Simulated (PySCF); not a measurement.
Compound: 3-methylcyclopentene, C₆H₁₀.
Numbering: `[CH3:1][C@H:2]1[CH:3]=[CH:4][CH2:5][CH2:6]1` (hydrogens: H7, H8, H9 on C1; H10 on C2; H11 on C3; H12 on C4; H13, H14 on C5; H15, H16 on C6)

The closed-shell ground state was solved at several levels (PySCF, density fitting, gas phase, non-relativistic). Geometry: PBE0-D3(BJ)/def2-SVP, one conformer, isolated molecule.

```csv
level,basis functions,total energy (Eh),HOMO (eV),LUMO (eV),gap (eV),dipole (D)
B3LYP/pcJ-1,262,-234.6594,-6.63,0.35,6.98,0.21
B3LYP/def2-SVPD,200,-234.4875,-6.66,0.20,6.86,0.26
PBE0/pcSseg-1,152,-234.3216,-6.86,0.57,7.43,0.23
```

(1) What might B97-2/pcSseg-2 (356 basis functions) give for the same quantities?

(2) Over all these levels, which gives the widest orbital gap and which the narrowest?

(3) How far do the dipole and the HOMO energy spread over the levels?

## Answers

(1) Total energy -234.6404 Eh, HOMO -6.59 eV, LUMO 0.39 eV, gap 6.98 eV, dipole 0.27 D.

(2) PBE0/pcSseg-1 (global hybrid, 25 % exact exchange) has the widest, 7.43 eV, and B3LYP/def2-SVPD (global hybrid, 20 % exact exchange) the narrowest, 6.86 eV. Functional and basis both differ between the two, so the spread mixes both effects.

(3) The dipole runs from 0.21 to 0.27 D (mean 0.24 D) and the HOMO from -6.86 to -6.59 eV.
